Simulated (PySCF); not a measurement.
**Basis-set dependence of excited states**

Species: ethanethiol, C2H6S.
Structure used (PBE0-D3(BJ)/def2-SVP), in Å, numbered top down from 1:
```xyz
9
C2H6S angstrom
C     -0.7822    0.5374    0.1167
C      0.1143   -0.6596   -0.1309
S      1.7117   -0.5937    0.7407
H     -1.7509    0.4113   -0.3939
H     -0.3229    1.4640   -0.2620
H     -0.9707    0.6732    1.1918
H     -0.3536   -1.5841    0.2427
H      0.2951   -0.8140   -1.2060
H      2.1918    0.4961    0.1025
```

TDDFT with PBE0 (PySCF), vertical singlets, core orbitals frozen in the response, spherical d and f functions. Geometry: PBE0-D3(BJ)/def2-SVP, one conformer, isolated molecule.

| basis | functions | diffuse | S1 (eV) | S2 (eV) | S3 (eV) | S4 (eV) | S5 (eV) | LUMO (eV) | α (au) |
| --- | --- | --- | --- | --- | --- | --- | --- | --- | --- |
| 6-31G* | 58 | no | 5.84 | 7.62 | 8.63 | 8.94 | 9.32 | 1.04 | 37.6 |
| 6-31+G* | 70 | yes | 5.43 | 6.19 | 6.71 | 6.95 | 7.14 | 0.15 | 43.1 |
| def2-SVP | 76 | no | 5.90 | 7.33 | 7.80 | 8.60 | 8.67 | 1.05 | 37.9 |
| def2-SVPD | 115 | yes | 5.48 | 6.22 | 6.96 | 7.20 | 7.34 | 0.22 | 48.8 |
| aug-cc-pVDZ | 127 | yes | 5.28 | 6.00 | 6.29 | 6.52 | 6.55 | -0.23 | 49.4 |
| def2-TZVP | 135 | no | 5.50 | 6.84 | 7.38 | 8.08 | 8.18 | 0.47 | 44.4 |
| def2-TZVPD | 174 | yes | 5.32 | 6.06 | 6.58 | 6.79 | 6.86 | 0.04 | 49.7 |
| aug-cc-pVTZ | 280 | yes | 5.26 | 5.98 | 6.25 | 6.48 | 6.51 | -0.25 | 49.9 |

Q: How much do these states and the polarisability depend on the basis?

A: States are compared by their number. Against the largest diffuse basis here (aug-cc-pVTZ, itself not a converged limit), sets without diffuse functions differ by up to 0.64 eV in S1 and 2.82 eV in S5; the smaller diffuse sets differ by up to 0.21 and 0.84 eV. State by state, the largest deviation of a set without diffuse functions is S1 0.64, S2 1.64, S3 2.38, S4 2.46, S5 2.82 eV. The same number needn't mean the same state in each row. Against aug-cc-pVTZ the polarisability deviates by -25% in 6-31G*, -14% in 6-31+G*, -24% in def2-SVP, -2% in def2-SVPD, -1% in aug-cc-pVDZ, -11% in def2-TZVP, 0% in def2-TZVPD. A single + in a Pople set puts diffuse functions on heavy atoms only.
